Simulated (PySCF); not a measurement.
tetrafluoroethylene (C2F4), SMILES FC(F)=C(F)F. Coordinates come from a PBE-D3(BJ)/def2-SVP optimisation.

Computed equilibrium geometry at PBE-D3(BJ)/def2-SVP (PySCF confirms it by a frequency run) as bond lengths and angles, and its point group:
point group D2h.
Atoms: F1 C2 F3 C4 F5 F6. Bonds (Å): F1–C2 1.324, C2–F3 1.324, C2–C4 1.344, C4–F5 1.324, C4–F6 1.324. Angles (°): F1–C2–F3 113.8, F1–C2–C4 123.1, F3–C2–C4 123.1, C2–C4–F5 123.1, C2–C4–F6 123.1, F5–C4–F6 113.8.
Charge 0, spin multiplicity 1.
